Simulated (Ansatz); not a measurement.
# AlH5Si: the cost of one run

Program: Ansatz 0.2.0. Level of theory: RKS r2SCAN/6-31G. These are calculated values, not measurements.

**1. The system as given**

Bond lengths: Al1–Si2 2.390 Å, Al1–H3 1.504 Å, Al1–H4 1.562 Å, Si2–H5 1.485 Å, Si2–H6 1.478 Å, Si2–H7 1.501 Å. Angles: Al1–Si2–H5 109.7°, Al1–Si2–H6 111.1°, Al1–Si2–H7 108.0°, H5–Si2–H6 109.6°, H5–Si2–H7 109.1°, H6–Si2–H7 109.3°, Si2–Al1–H3 122.3°, Si2–Al1–H4 116.7°, H3–Al1–H4 121.0°.

As a file:

```xyz
7

Al   -0.2945   -1.3363    0.0898
Si    0.2481    0.9856   -0.0673
H     0.6911   -2.3615    0.5780
H    -1.7375   -1.7500   -0.3419
H     0.1157    1.4360   -1.4757
H    -0.6342    1.7970    0.7978
H     1.6725    1.1611    0.3737
```

**2. End point A**

input.yaml reads:

```yaml
crystal:
  periodic: [false, false, false]
  atoms:
    - { symbol: Al, position_ang: [-0.2945, -1.3363, 0.0898] }
    - { symbol: Si, position_ang: [0.2481, 0.9856, -0.0673] }
    - { symbol: H, position_ang: [0.6911, -2.3615, 0.578] }
    - { symbol: H, position_ang: [-1.7375, -1.75, -0.3419] }
    - { symbol: H, position_ang: [0.1157, 1.436, -1.4757] }
    - { symbol: H, position_ang: [-0.6342, 1.797, 0.7978] }
    - { symbol: H, position_ang: [1.6725, 1.1611, 0.3737] }
basis:
  gaussian: { orbitals: "6-31G" }
hamiltonian:
  xc: r2scan
relax:
  f_tol: 0.02
  max_steps: 50
```

Started as:

```console
$ ansatz run input.yaml --threads 1 --pin off --max-ram 2048MiB --backend cpu --events-out ev --progress --plain --runs-dir out
```

**Question.** How long does this run take on 1 thread of Arm Neoverse V1, shared host, and how much memory does it need?

About 11 s, with a peak of 0.11 GiB.
